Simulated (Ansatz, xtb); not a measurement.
**C5H9Cl: which of two isomers lies lower**

Structure I is `C[C@H]1C[C@H](Cl)C1`, a singlet and structure II is `CC1(Cl)CCC1`, a singlet. Both are isolated molecules in the gas phase, relaxed with PBE0-D3(BJ)/def2-SVP.

Energies in hartree; the thermal terms are from GFN2-xTB frequencies at re-optimised GFN2-xTB minima (ideal gas, soft modes damped towards free rotors, one conformer each, 298.15 K, 1 atm) and include the zero-point energy:

```
                              I           II
E, CCSD(T)/def2-SVP  −654.705171  −654.709618
    E, MP2/def2-SVP  −654.608315  −654.613254
  E, MP2/def2-TZVPP  −655.185049  −655.189402
  zero-point energy     0.128037     0.127799
       H(298 K) − E     0.135515     0.135289
       G(298 K) − E     0.097227     0.097286
```

**Question.** Correct the CCSD(T) difference for the basis set by the MP2 change, then work out ΔE, ΔE₀, ΔH and ΔG for I → II in kJ/mol (1 Eh = 2625.50 kJ/mol) and the equilibrium ratio [II]/[I].

**Answer.** 1. Differences II − I: CCSD(T) −0.004447, MP2 in the small set −0.004939, MP2 in the large set −0.004353 Eh.
2. ΔE = −0.004447 + (−0.004353 − (−0.004939)) = −0.003861 Eh = −10.14 kJ/mol.
3. ΔE₀ = ΔE + ΔZPE = −0.003861 + (−0.000238) Eh = −10.76 kJ/mol.
4. ΔH = ΔE + (−0.000226) Eh = −10.73 kJ/mol.
5. ΔG = ΔE + (+0.000059) Eh = −9.98 kJ/mol, so ΔS = (ΔH − ΔG)/T = −2.5 J/(mol K).
6. kT = 0.9442 mEh, so K = [II]/[I] = exp(−ΔG/kT) = exp(+4.03) ≈ 56.

Structure II is favoured at this temperature. An error of 4 kJ/mol in ΔG would change K by a factor of 5. Mirror images and further conformers aren't counted.

As drawn, both hold the same kinds of bond in the same numbers.

Other levels gave ΔE = −9.5 (GFN2-xTB); −4.3 (HF/STO-3G, GFN2-xTB geometries); −11.6 (r2SCAN-D4/def2-SVP, GFN2-xTB geometries); −9.2 (PBE0-D3(BJ)/def2-SVP); −6.1 (HF/def2-SVP); −13.0 (MP2/def2-SVP); −11.7 (CCSD(T)/def2-SVP) kJ/mol. The correlated steps freeze 10 core orbitals. Programs: Ansatz 0.2.0, xtb 6.7.1.
